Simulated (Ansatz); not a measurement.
Ansatz (a first-principles code) input (CAM-B3LYP/def2-TZVPD):

Ansatz 0.2 input:
```yaml
crystal:
  periodic: [false, false, false]
  atoms:
    - {symbol: F, position_ang: [0.00000000, 0.00000000, 0.00000000]}
basis:
  gaussian:
    orbitals: def2-TZVPD
hamiltonian:
  xc: {name: CAM-B3LYP}
total_charge: -1
scf: {lower_state_search: full}
```

Output:

```
Functional definition: CAM-B3LYP
integrals: 0.00 GiB planned
197 factors; their error is unknown
integrals: 0.03 GiB planned
52 factors; integrals over basis functions are off by at most 9.5e-5 eV
mean field: 0.06 GiB planned
mean field evaluation 1: about -2694.1785 eV, gradient 1.2e2 eV
mean field evaluation 2: about -2685.3810 eV, gradient 1.7e2 eV
mean field evaluation 4: about -2717.8069 eV, gradient 6.5e-1 eV
mean field evaluation 8: about -2717.8156 eV, gradient 4.1e-2 eV
mean field -2717.81559100 eV, -99.8778807678 hartree, gradient 2.3e-5 eV, S^2 0.000000; 0 other end points of the search recorded, 0 dependent functions left out
reference -2717.81567062 eV, -99.8778836935 hartree; 5, 5 occupied and 35, 35 virtual orbitals, 197 factors
Total energy: -2717.81567062 eV, -99.8778836935 hartree
```
